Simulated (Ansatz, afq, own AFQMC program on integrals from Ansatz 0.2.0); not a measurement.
Two steps: Ansatz 0.2.0 writes the Fock matrix and Cholesky factors of the valence space, and afq projects on them the lowest state that overlaps trial and start.

```yaml
crystal:
  periodic: [false, false, false]
  atoms:
    - {symbol: Ge, position_ang: [-0.279676, -0.002127, 0.000875]}
    - {symbol: N, position_ang: [1.614684, 0.012278, -0.005052]}
    - {symbol: H, position_ang: [-0.771963, 1.453501, 0.003931]}
    - {symbol: H, position_ang: [-0.751362, -0.736741, 1.265415]}
    - {symbol: H, position_ang: [-0.759290, -0.734117, -1.262204]}
basis:
  gaussian: {orbitals: cc-pVDZ}
total_charge: 1
magnetization: {spin_polarized: false, initial_magnetization: 1}
correlation: {method: ccsd_t, electrons: outside_noble_gas, hamiltonian_folder: ham}
```

```sh
$ ansatz run in.yaml --threads 1 --pin off --events-out ev --progress --plain --max-ram 16896MiB --backend cuda --devices 0, --max-vram 18GiB
```

Options of the walk:

```
--method phaseless --trial cisd --walkers 4000 --populations 20 --least-time 60 --time-step 0.005 --steps-per-block 50 --equilibration-blocks 28 --max-blocks 4000 --target-error 0.0002 --factor-cut 1e-05 --start spin_pure --seed 2121 --release-times 0.24,0.51,0.99,1.62,2.4 --release-step 0.03 --release-every 3 --taylor-order 6
```

Times are imaginary, in 1/Eh. The walk had a cap of 130 s. With eight or more populations the least sampling time is a fifth of least-time, and the error comes from their spread. Filled inner d shells are frozen with the cores.

Log:

```
orbitals 41  electrons 6 5  factors 330 of 591
reference energy -2131.03630923 Eh
CCSD correlation -0.24093729 Eh in 27 cycles, weight of the determinant in the CISD state 0.7953
energy of the start -2131.277246 Eh
 block  time / (1/Eh)  mean weight  energy / Eh
     1     0.250  0.9998  -2131.274017
     2     0.500  1.0000  -2131.275521
     3     0.750  1.0001  -2131.277741
     4     1.000  0.9999  -2131.279456
     5     1.250  1.0002  -2131.280756
     7     1.750  1.0001  -2131.283413
     9     2.250  0.9997  -2131.284320
    11     2.750  1.0001  -2131.285589
    15     3.750  1.0001  -2131.285918
    19     4.750  1.0001  -2131.288059
    23     5.750  1.0000  -2131.287895
    27     6.750  1.0000  -2131.288358
    31     7.750  1.0000  -2131.287843
    35     8.750  1.0002  -2131.288313
    39     9.750  1.0000  -2131.287625
    43    10.750  0.9994  -2131.288419
    47    11.750  1.0004  -2131.289643
    51    12.750  1.0003  -2131.288298
    55    13.750  1.0000  -2131.290741
    59    14.750  1.0000  -2131.289104
    63    15.750  1.0002  -2131.289792
    67    16.750  0.9998  -2131.289667
    71    17.750  0.9999  -2131.290725
    75    18.750  1.0000  -2131.289266
    79    19.750  0.9997  -2131.288949
    83    20.750  1.0000  -2131.290306
    87    21.750  1.0006  -2131.287834
error from the spread of 20 populations
released: time / (1/Eh)  energy / Eh  error  mean overlap
  0.24  -2131.289682  0.000251  0.9989
  0.51  -2131.289705  0.000203  1.0004
  0.99  -2131.290005  0.000232  0.9975
  1.62  -2131.290493  0.000194  0.9982
  2.40  -2131.290686  0.000599  0.9961
energy -2131.289002 +/- 0.000188 Eh
(rows thinned)
```

The run passed its tests (sampling time, drift between the halves within three errors, error under three times the target), which doesn't prove that it has relaxed. The second half of the sampling lies below the first by 2.4 errors of their difference, so the energy may still be moving and its error bar be too small.

Against this walk (error 5.1 meV) on the same determinant: CCSD(T) 56.8 meV higher. The error is statistical and leaves out the bias of the constraint. None of these is a sure reference here. The released energies are still falling (meV from the phaseless value at times in 1/Eh: -19 ± 7 at 0.24, -19 ± 6 at 0.51, -27 ± 6 at 0.99, -41 ± 5 at 1.62, -46 ± 16 at 2.40), so they give no level; they do show a bias of the constraint, and the last of them that isn't too noisy lies 97 meV below CCSD(T).

Cautions: constraint bias not in the error; no relativity below Rb; no spin-orbit coupling; inner d shell frozen; another spin lies lower; a spin-contaminated unrestricted determinant lies lower (UHF 905 meV lower, ⟨S²⟩ 1.61); the determinant is a saddle point among determinants of its kind; strong correlation (T1 0.064, weight of the determinant 0.80, largest double 0.10).

The walk took 53 s on 1 × NVIDIA H100 80GB HBM3 with 2 threads of AMD EPYC 7R13 Processor (Zen 3) (shared host) (the card was shared). The log's last line is the phaseless energy.
